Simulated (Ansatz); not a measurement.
Reaction: SiNH4F (SMILES N[SiH2]F) → SiH2F (SMILES F[SiH2], doublet) + NH2 (SMILES [NH2], doublet) (the N-Si bond breaks)
Each species at its own B3LYP-D3(BJ)/def2-TZVP minimum (Ansatz, a program for electronic structure), one conformer.

Total energies in hartree (Ansatz). Open shells are spin-unrestricted; no spin-orbit coupling. Cores are frozen in correlated methods. No relativity.

| species | HF/cc-pV(T+d)Z | CCSD(T)/cc-pV(T+d)Z | HF/cc-pV(Q+d)Z | CCSD(T)/cc-pV(Q+d)Z | CCSD(T)/cc-pV(D+d)Z | CCSDT(Q)/cc-pV(D+d)Z |
|---|---|---|---|---|---|---|
| 1: SiNH4F (SMILES F[SiH2]N) | -445.33077 | -445.96717 | -445.34957 | -446.03289 | -445.75003 | -445.75168 |
| 2: SiH2F (SMILES [SiH2]F, doublet) | -389.60431 | -389.98995 | -389.61844 | -390.03521 | -389.84503 | -389.84616 |
| 3: NH2 (SMILES [NH2], doublet) | -55.58579 | -55.79359 | -55.59045 | -55.81078 | -55.73272 | -55.73328 |

### Question
Work out the bond dissociation energy (electronic) in kJ/mol: take Hartree-Fock from cc-pV(Q+d)Z, extrapolate the CCSD(T) correlation energy as X^-3 (X = 3, 4), and add CCSDT(Q) - CCSD(T) in cc-pV(D+d)Z. 1 hartree = 2625.5 kJ/mol.

### Answer

Species 1: correlation (64·(-0.68332) - 27·(-0.63640))/37 = -0.71756; step -0.00165; E1 = -445.34957 + (-0.71756) + (-0.00165) = -446.06878
Species 2: correlation (64·(-0.41677) - 27·(-0.38564))/37 = -0.43949; step -0.00113; E2 = -389.61844 + (-0.43949) + (-0.00113) = -390.05906
Species 3: correlation (64·(-0.22033) - 27·(-0.20780))/37 = -0.22947; step -0.00056; E3 = -55.59045 + (-0.22947) + (-0.00056) = -55.82048
-1·E1 +1·E2 +1·E3 = 0.18924 hartree = 496.8 kJ/mol.
